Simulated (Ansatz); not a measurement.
**doublet C5H11Cl+ at 3 levels**

We compute a comparison of 3 runs (UBLYP/6-31G*, UPBE/6-31G*, UB3LYP/6-31G*) of doublet C5H11Cl+. 

The results are computed with Ansatz 0.2.0.

32 further runs of the same task are left out: 32 set aside as unsound or not needed. Runs told in other sessions of the task aren't counted.

### 1 The system as given

The species is C5H11Cl+ (17 atoms), meant as a doublet with charge +1. SMILES of the parent species: `CC(C)CCCl`. The coordinates come from a PBE0-D4/def2-TZVP relaxation. This is one conformer, not always the lowest. That shape belongs to the parent species and isn't relaxed for this state.

Bond lengths: C1–C2 1.521 Å, C2–C3 1.521 Å, C2–C4 1.526 Å, C4–C5 1.511 Å, C5–Cl6 1.790 Å, C1–H7 1.093 Å, C1–H8 1.095 Å, C1–H9 1.093 Å, C2–H10 1.096 Å, C3–H11 1.095 Å, C3–H12 1.093 Å, C3–H13 1.092 Å, C4–H14 1.099 Å, C4–H15 1.095 Å, C5–H16 1.089 Å, C5–H17 1.089 Å. Some angles: C1–C2–C3 110.9°, C1–C2–C4 109.8°, C3–C2–C4 112.3°, C2–C4–C5 116.0°, C4–C5–Cl6 112.3°, C1–C2–H10 108.2°, C3–C2–H10 108.1°, C4–C2–H10 107.5°, C2–C1–H7 111.4°, C2–C1–H8 110.9°.

### 2 A single-point energy at UBLYP/6-31G(d) (spherical functions) (run 1)

in.yaml

```yaml
crystal:
  periodic: [false, false, false]
  atoms:
    - {symbol: C, position_ang: [-0.896880, -1.705110, -0.179170]}
    - {symbol: C, position_ang: [-0.307580, -0.397520, 0.328420]}
    - {symbol: C, position_ang: [1.055590, -0.627420, 0.963920]}
    - {symbol: C, position_ang: [-0.252460, 0.619050, -0.807720]}
    - {symbol: C, position_ang: [0.283370, 1.984940, -0.448640]}
    - {symbol: Cl, position_ang: [-0.706660, 2.796130, 0.802670]}
    - {symbol: H, position_ang: [-1.886120, -1.552830, -0.618660]}
    - {symbol: H, position_ang: [-0.255810, -2.150630, -0.947000]}
    - {symbol: H, position_ang: [-0.997900, -2.432310, 0.630000]}
    - {symbol: H, position_ang: [-0.977790, 0.003770, 1.096990]}
    - {symbol: H, position_ang: [1.782580, -0.968650, 0.219060]}
    - {symbol: H, position_ang: [0.995070, -1.393480, 1.740590]}
    - {symbol: H, position_ang: [1.449030, 0.277500, 1.432190]}
    - {symbol: H, position_ang: [0.391220, 0.226790, -1.607510]}
    - {symbol: H, position_ang: [-1.251510, 0.733600, -1.240160]}
    - {symbol: H, position_ang: [0.279160, 2.647430, -1.313130]}
    - {symbol: H, position_ang: [1.296680, 1.938760, -0.051870]}
basis:
  gaussian:
    orbitals: 6-31G_st_-spherical.json
total_charge: 1
magnetization:
  spin_polarized: true
  initial_magnetization: 1
hamiltonian:
  xc: {name: BLYP}
accuracy: high
output: {orbitals: {seedname: orbitals}}
```

The basis set 6-31G* is read from a file made from the Basis Set Exchange's data (not shown).

Command:

```bash
ansatz run in.yaml --threads 1 --pin off --max-ram 3480MiB --events-out events.jsonl --progress --plain --runs-dir runs
```

Standard output:

```text
Warning: RAYON_NUM_THREADS=1 ignored (pool sized by the plan → 1); use --threads N
Functional definition: BLYP
  name "BLYP"
  parameter beta = 0.0042
  parameter a = 0.04918
  parameter b = 0.132
  parameter c = 0.2533
  parameter d = 0.349
  exchange = b88_x(beta = beta)
  correlation = lyp_c(a = a, b = b, c = c, d = d)
2820 factors; integrals over basis functions are off by at most 5.3e-9 eV
mean field evaluation 1: about -17847.0447 eV, gradient 7.0e1 eV
mean field evaluation 2: about -17715.4954 eV, gradient 1.5e2 eV
mean field evaluation 4: about -17871.6666 eV, gradient 1.6e1 eV
mean field evaluation 8: about -17873.5159 eV, gradient 1.8e0 eV
mean field evaluation 16: about -17873.5241 eV, gradient 1.7e-2 eV
mean field evaluation 32: about -17873.5241 eV, gradient 4.3e-8 eV
mean field evaluation 64: about -17873.3922 eV, gradient 2.7e0 eV
mean field -17873.52406702 eV, -656.8398943532 hartree, gradient 4.3e-8 eV, S^2 0.750910; 10 other end points of the search recorded, 0 dependent functions left out
reference -17873.52412205 eV, -656.8398963757 hartree; 29, 28 occupied and 81, 82 virtual orbitals, 2820 factors
Total energy: -17873.52412205 eV, -656.8398963757 hartree
```

Run time: 40 s. Hardware: 1 thread of Intel Xeon Platinum 8259CL at 2.50GHz (Skylake/Cascade Lake), shared host; peak memory 0.52 GiB.

### 3 The energy at UPBE/6-31G(d) (spherical functions) (run 2)

input.yaml

```yaml
basis:
  gaussian:
    orbitals: 6-31G_st_-spherical.json
crystal:
  periodic: [false, false, false]
  atoms:
    - {symbol: C, position_ang: [-0.896880, -1.705110, -0.179170]}
    - {symbol: C, position_ang: [-0.307580, -0.397520, 0.328420]}
    - {symbol: C, position_ang: [1.055590, -0.627420, 0.963920]}
    - {symbol: C, position_ang: [-0.252460, 0.619050, -0.807720]}
    - {symbol: C, position_ang: [0.283370, 1.984940, -0.448640]}
    - {symbol: Cl, position_ang: [-0.706660, 2.796130, 0.802670]}
    - {symbol: H, position_ang: [-1.886120, -1.552830, -0.618660]}
    - {symbol: H, position_ang: [-0.255810, -2.150630, -0.947000]}
    - {symbol: H, position_ang: [-0.997900, -2.432310, 0.630000]}
    - {symbol: H, position_ang: [-0.977790, 0.003770, 1.096990]}
    - {symbol: H, position_ang: [1.782580, -0.968650, 0.219060]}
    - {symbol: H, position_ang: [0.995070, -1.393480, 1.740590]}
    - {symbol: H, position_ang: [1.449030, 0.277500, 1.432190]}
    - {symbol: H, position_ang: [0.391220, 0.226790, -1.607510]}
    - {symbol: H, position_ang: [-1.251510, 0.733600, -1.240160]}
    - {symbol: H, position_ang: [0.279160, 2.647430, -1.313130]}
    - {symbol: H, position_ang: [1.296680, 1.938760, -0.051870]}
output: {orbitals: {seedname: orbitals}}
total_charge: 1
magnetization:
  spin_polarized: true
  initial_magnetization: 1
hamiltonian:
  xc: {name: PBE}
accuracy: high
```

The basis set 6-31G* is read from a file made from the Basis Set Exchange's data (not shown).

Command:

```bash
ansatz run input.yaml --threads 1 --pin off --max-ram 3480MiB --events-out events.jsonl --progress --plain --runs-dir runs
```

Standard output:

```text
Warning: RAYON_NUM_THREADS=1 ignored (pool sized by the plan → 1); use --threads N
Functional definition: PBE
  name "PBE"
  parameter kappa = 0.804
  parameter beta = 0.06672455060314922
  exchange = pbe_x(kappa = kappa, mu = beta*pi^2/3)
  correlation = pbe_c(beta = beta)
2820 factors; integrals over basis functions are off by at most 5.3e-9 eV
mean field evaluation 1: about -17839.7637 eV, gradient 6.8e1 eV
mean field evaluation 2: about -17715.4604 eV, gradient 1.4e2 eV
mean field evaluation 4: about -17862.7601 eV, gradient 1.5e1 eV
mean field evaluation 8: about -17864.3521 eV, gradient 1.8e0 eV
mean field evaluation 16: about -17864.3629 eV, gradient 4.0e-2 eV
mean field evaluation 32: about -17864.3629 eV, gradient 1.8e-7 eV
mean field evaluation 64: about -17863.6917 eV, gradient 2.1e0 eV
mean field -17864.36291815 eV, -656.5032283421 hartree, gradient 4.1e-8 eV, S^2 0.750814; 10 other end points of the search recorded, 0 dependent functions left out
reference -17864.36292103 eV, -656.5032284478 hartree; 29, 28 occupied and 81, 82 virtual orbitals, 2820 factors
Total energy: -17864.36292103 eV, -656.5032284478 hartree
```

It took 45 s on 1 thread of Intel Xeon Platinum 8259CL at 2.50GHz (Skylake/Cascade Lake), shared host; peak memory 0.52 GiB.

### 4 A single-point energy at UB3LYP/6-31G(d) (Cartesian functions) (run 3)

Edit in.yaml of step 2 so:

```diff
@@ -1 +1,4 @@
+basis:
+  gaussian:
+    orbitals: "6-31G*"
 crystal:
@@ -20,5 +23,2 @@
     - {symbol: H, position_ang: [1.296680, 1.938760, -0.051870]}
-basis:
-  gaussian:
-    orbitals: 6-31G_st_-spherical.json
 total_charge: 1
@@ -28,3 +28,3 @@
 hamiltonian:
-  xc: {name: BLYP}
+  xc: {name: B3LYP}
 accuracy: high
```

Command:

```bash
ansatz run in.yaml --threads 1 --pin off --max-ram 3480MiB --events-out events.jsonl --progress --plain --runs-dir runs
```

Standard output:

```text
Warning: RAYON_NUM_THREADS=1 ignored (pool sized by the plan → 1); use --threads N
Functional definition: B3LYP
  name "B3LYP"
  parameter a0 = 0.2
  parameter ax = 0.72
  parameter ac = 0.81
  exchange = (1 - a0 - ax)*slater_x + ax*b88_x + a0*exact_x
  correlation = (1 - ac)*vwn_rpa_c + ac*lyp_c
2869 factors; integrals over basis functions are off by at most 4.4e-9 eV
mean field evaluation 1: about -17859.3931 eV, gradient 5.9e1 eV
mean field evaluation 2: about -17831.1247 eV, gradient 9.1e1 eV
mean field evaluation 4: about -17873.7475 eV, gradient 2.0e1 eV
mean field evaluation 8: about -17877.2815 eV, gradient 1.1e0 eV
mean field evaluation 16: about -17877.5738 eV, gradient 2.2e-1 eV
mean field evaluation 32: about -17876.6173 eV, gradient 8.5e0 eV
mean field evaluation 64: about -17877.0973 eV, gradient 2.3e0 eV
mean field -17877.61501669 eV, -656.9902339805 hartree, gradient 2.0e-8 eV, S^2 0.752166; 10 other end points of the search recorded, 0 dependent functions left out
reference -17877.61505700 eV, -656.9902354620 hartree; 29, 28 occupied and 87, 88 virtual orbitals, 2869 factors
Total energy: -17877.61505700 eV, -656.9902354620 hartree
```

Wall time 89 s (1 thread of Intel Xeon Platinum 8259CL at 2.50GHz (Skylake/Cascade Lake), shared host); peak memory 0.88 GiB.

### 5 The series

| run | level | Cartesian functions | energy (Eh) | HOMO energy (eV) | LUMO energy (eV) | ⟨S²⟩ | wall time |
| --- | --- | --- | --- | --- | --- | --- | --- |
| 1 | UBLYP/6-31G* (spherical functions) | no | -656.839896 | -12.53 | -12.42 | 0.751 | 40 s |
| 2 | UPBE/6-31G* (spherical functions) | no | -656.503228 | -12.65 | -12.54 | 0.751 | 45 s |
| 3 | UB3LYP/6-31G* (Cartesian functions) | yes | -656.990235 | -13.87 | -12.41 | 0.752 | 89 s |

### 6 Summary of results

| quantity | value |
| --- | --- |
| run 3: total energy | -656.99024 Eh |
| run 3: HOMO energy (highest over α and β) | -13.87 eV |
| run 3: LUMO energy (lowest over α and β) | -12.41 eV |
| run 3: ⟨S²⟩ | 0.752 |

What this shows: Totals of different functionals can't be ranked against each other. All runs together took 2.9 min, the longest 89 s.
